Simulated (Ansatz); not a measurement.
# AlNaH (doublet): wave-function methods side by side at angle Na2–Al1–H3 = 157.8°, cc-pVDZ

Aim: climb from Hartree-Fock through coupled cluster and multireference methods for AlNaH (doublet) at one geometry and basis, and see what each rung misses.

Computed with Ansatz 0.2.0, Gaussian basis. Level: cc-pVDZ, core rule «outside noble gas», up to 10 orbitals frozen.

Plan: UHF; CCSD(T) on ROHF; CCSD(T) on UHF; BCCD(T) on ROHF; CISD as a restricted active space (open shells left free, so some higher excitations enter); CCSDT(Q) on ROHF; CCSDT(Q) on UHF; CASSCF and MRCISD+Q, 3 electrons in 3 orbitals; CASSCF and NEVPT2, 3 electrons in 3 orbitals; Full CI.

28 further runs of the same task are left out: 16 for a known fault of the program, 7 that didn't finish, 5 set aside as unsound or not needed. Runs told in other sessions of the task aren't counted.

**1. The system**

The geometry derives from a PBE0/def2-TZVP stationary point (not a proven minimum). One angle is set to the value named; bond lengths are kept.

3 atoms, charge 0, spin multiplicity 2.

Atoms are counted from 1 here; the program's logs count them from 0.

Bond lengths: Al1–H3 1.640 Å.

**2. UHF**

Input file in.yaml:

```yaml
crystal:
  periodic: [false, false, false]
  atoms:
    - {symbol: Al, position_ang: [0.000000, -0.081043, 0.521510]}
    - {symbol: Na, position_ang: [0.000000, -0.811627, -2.363145]}
    - {symbol: H, position_ang: [0.000000, 0.892670, 1.841634]}
basis:
  gaussian: {orbitals: cc-pVDZ}
magnetization: {spin_polarized: true, initial_magnetization: 1}
hamiltonian: {xc: hf}
output: {orbitals: {seedname: orbitals}}
```

The run is started by

```console
$ ansatz run in.yaml --threads 1 --pin off --events-out ev --progress --plain --max-ram 2393MiB
```

The runs that follow: CCSD(T) on ROHF; CCSD(T) on UHF; BCCD(T) on ROHF; CISD as a restricted active space (open shells left free, so some higher excitations enter); CCSDT(Q) on ROHF; CCSDT(Q) on UHF; CASSCF and MRCISD+Q, 3 electrons in 3 orbitals; CASSCF and NEVPT2, 3 electrons in 3 orbitals; Full CI.

Q: Predict the results of all the runs planned. Wanted: FCI from the RHF energy; RMP2 from FCI; UMP2 from FCI; RCCSD from FCI; RCCSD(T) from FCI; UCCSD(T) from FCI; RCCSDT(Q) from FCI; UCCSDT(Q) from FCI; NEVPT2 pair from FCI.

The runs gave:

| quantity | value |
| --- | --- |
| FCI from the ROHF energy | -2.3333 eV |
| RMP2 from FCI | +659.9 meV |
| UMP2 from FCI | +697.6 meV |
| RCCSD from FCI | +77.8 meV |
| RCCSD(T) from FCI | +22.4 meV |
| UCCSD(T) from FCI | +23.0 meV |
| RCCSDT(Q) from FCI | +0.5 meV |
| UCCSDT(Q) from FCI | +0.4 meV |
| NEVPT2 pair from FCI | +659.3 meV |
| MRCISD+Q pair from FCI | -37.7 meV |
| levels within 1 kcal/mol (43 meV) | RCCSD(T), UCCSD(T), BCCD(T), RCCSDT, UCCSDT, RCCSDT(Q), UCCSDT(Q), MRCISD+Q pair |
| T1 diagnostic | 0.026 |
| effectively unpaired electrons | 1.08 |

**Reading.** RCCSD(T) misses by +22.4 meV, 1.0 % of the correlation energy. MRCISD+Q pair falls below full CI: the +Q correction isn't variational, and the cores differ from full CI's. One determinant dominates. Of the multireference levels listed MRCISD+Q pair comes nearest in total energy (-37.7 meV), which doesn't show that its space is the better one. These misses are within one basis, not against nature; the frozen cores of restricted and unrestricted runs differ, which can shift their rows.

Levels on UHF freeze UHF's core orbitals, full CI those of ROHF, so the U rows can settle a little off it for that reason alone.

With open shells the CI space here admits some higher excitations, so it is larger than plain CISD.
